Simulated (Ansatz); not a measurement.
# C₃H₆N radical: small, medium and large basis sets

How large a basis does C₃H₆N radical need? Two functionals are run in growing sets.

Computed with Ansatz 0.2.0, Gaussian basis. Level: one geometry, several basis sets.

The runs, in order: PBE0-D4/def2-SVP; ωB97M-V/def2-SVP; PBE0-D4/def2-QZVPP; ωB97M-V/def2-QZVPP; the functionals' def2-TZVPP values are taken from earlier runs.

## (1) The geometry

An earlier PBE0-D4 in a triple-zeta def2 set relaxation fixed the geometry.

SMILES `C=CC[NH]`, 10 atoms, charge 0, spin multiplicity 2.

Atoms are counted from 1 here; the program's logs count them from 0.

Bond lengths: C1–C2 1.324 Å, C1–H5 1.086 Å, C1–H6 1.084 Å, C2–C3 1.493 Å, C2–H7 1.087 Å, C3–N4 1.432 Å, C3–H8 1.107 Å, C3–H9 1.102 Å, N4–H10 1.024 Å. Angles: C2–C1–H5 121.4°, C2–C1–H6 121.7°, H5–C1–H6 116.9°, C1–C2–C3 124.4°, C1–C2–H7 120.4°, C3–C2–H7 115.3°, C2–C3–N4 112.2°, C2–C3–H8 109.3°, C2–C3–H9 110.4°, N4–C3–H8 107.7°, N4–C3–H9 112.2°, H8–C3–H9 104.7°, C3–N4–H10 106.9°.

## (2) PBE0-D4 in def2-SVP

Input file in.yaml:

```yaml
crystal:
  periodic: [false, false, false]
  atoms:
    - {symbol: C, position_ang: [0.177202, 1.671114, 0.102603]}
    - {symbol: C, position_ang: [0.520280, 0.413546, 0.333325]}
    - {symbol: C, position_ang: [-0.331709, -0.766917, 0.000886]}
    - {symbol: N, position_ang: [0.412025, -1.807743, -0.643621]}
    - {symbol: H, position_ang: [-0.767940, 1.922766, -0.369631]}
    - {symbol: H, position_ang: [0.824401, 2.496443, 0.374551]}
    - {symbol: H, position_ang: [1.477306, 0.180298, 0.793630]}
    - {symbol: H, position_ang: [-0.757438, -1.184774, 0.933990]}
    - {symbol: H, position_ang: [-1.207173, -0.454657, -0.590282]}
    - {symbol: H, position_ang: [-0.263955, -2.521177, -0.932550]}
basis:
  gaussian: {orbitals: def2-SVP}
magnetization: {spin_polarized: true, initial_magnetization: 1}
hamiltonian: {xc: pbe0, dispersion: d4}
output: {orbitals: {seedname: orbitals}}
```

Launch:

```sh
$ ansatz run in.yaml --threads 4 --pin off --events-out ev --progress --plain --max-ram 10444MiB
```

After this run come: ωB97M-V in def2-SVP; PBE0-D4 in def2-QZVPP; ωB97M-V in def2-QZVPP.

**Question.** What will the summary of the whole plan be? Wanted: PBE0-D4: double and triple zeta above quadruple; ωB97M-V: double and triple zeta above quadruple.

As calculated:

| quantity | value |
| --- | --- |
| PBE0-D4: double and triple zeta above quadruple | 5.57, 0.27 eV |
| ωB97M-V: double and triple zeta above quadruple | 5.85, 0.26 eV |

For PBE0-D4 the step from double to triple zeta gains 5.30 eV and the next only 0.27 eV. Total energies overstate the basis error of differences, where much of it tends to cancel.
